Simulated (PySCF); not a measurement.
Species: 1-chloro-2-butyne, C4H5Cl.
SMILES with atom numbers: `[CH3:1][C:2]#[C:3][CH2:4][Cl:5]` (hydrogens: H6, H7, H8 on C1; H9, H10 on C4)

Level of theory: PBE0-D3(BJ)/def2-SVP geometry optimisation, gas phase (PySCF 2.14.0).

(1) List the bond lengths and angles at this level.

Answers

(1) 
| bond | length (bohr) | order |
| --- | --- | --- |
| C1–C2 | 2.745 | single |
| C2≡C3 | 2.290 | triple |
| C3–C4 | 2.735 | single |
| C4–Cl5 | 3.402 | single |
| C1–H6, C1–H7, C1–H8 | 2.081 | single |
| C4–H9, C4–H10 | 2.078 | single |

Bonds in one row agree within 0.02 bohr and their mean is given. Orders are formal, as drawn. A selection of angles:
| angle | degrees |
| --- | --- |
| C2–C1–H6 | 111.2 |
| H6–C1–H7 | 107.7 |
| C1–C2–C3 | 179.4 |
| C2–C3–C4 | 179.2 |
| C3–C4–Cl5 | 112.8 |
| C3–C4–H9 | 111.2 |
| Cl5–C4–H9 | 106.6 |
| H9–C4–H10 | 108.2 |

The C–C distances run from 1.212 Å (C2≡C3, drawn triple) to 1.452 Å (C1–C2, drawn single), a spread of 0.240 Å. The 5 heavy atoms lie in one plane (0.000 Å rms).

No frequency check.
